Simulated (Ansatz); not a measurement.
`ClCCl` → Cl₂ + `[CH2]` (triplet) at 500 K and 1 bar (formal loss of a carbene).

Isolated molecules relaxed with PBE0-D4/def2-TZVP in Ansatz; ΔE leaves out vibrations. CBS: def2 TZ/QZ extrapolation, frozen cores. Triplets are unrestricted, without spin–orbit coupling.

```json
{"species": "`ClCCl`", "CCSD(T)/CBS energy (Eh)": "-958.80171", "H − E (kJ/mol)": "101.1", "S (J/(mol·K))": "300.0"}
{"species": "Cl₂", "CCSD(T)/CBS energy (Eh)": "-919.51518", "H − E (kJ/mol)": "19.6", "S (J/(mol·K))": "240.8"}
{"species": "`[CH2]` (triplet)", "CCSD(T)/CBS energy (Eh)": "-39.09310", "H − E (kJ/mol)": "62.7", "S (J/(mol·K))": "213.9"}
```

H − E and S are ideal-gas, rigid-rotor, harmonic terms from PBE0-D4/def2-TZVP, with the whole ground term of open shells counted as degenerate. 1 Eh = 2625.50 kJ/mol, R = 8.31446 J/(mol·K).

Problem. By hand: ΔE, ΔH, ΔS and ΔG.

Solution. ΔE = (-919.51518) + (-39.09310) − (-958.80171) = 0.19343 Eh = 507.9 kJ/mol. Δ(H − E) = 19.6 + 62.7 − 101.1 = -18.8, so ΔH = 489.1 kJ/mol. ΔS = 240.8 + 213.9 − 300.0 = 154.7 J/(mol·K). ΔG = 489.1 − 500 × (154.7)/1000 = 411.8 kJ/mol.

Problem. By hand: the equilibrium constant, and the temperature at which ΔG would vanish if ΔH and ΔS stayed fixed.

Solution. log₁₀ K = −ΔG/(RT ln 10) = -43.0. ΔG = 0 at ΔH/ΔS = 3162 K, far beyond where these terms or the molecules hold.

The number of gas molecules changes by +1, which sets the sign of ΔS. A doubt of 5 kJ/mol in ΔE shifts log₁₀ K by 0.5 here. A triplet takes part, so the spin changes. These are equilibria of isolated gas molecules and say nothing of rates. Largest T1 diagnostic: 0.011 (customary marks: 0.02 for closed shells, 0.045 for open ones).
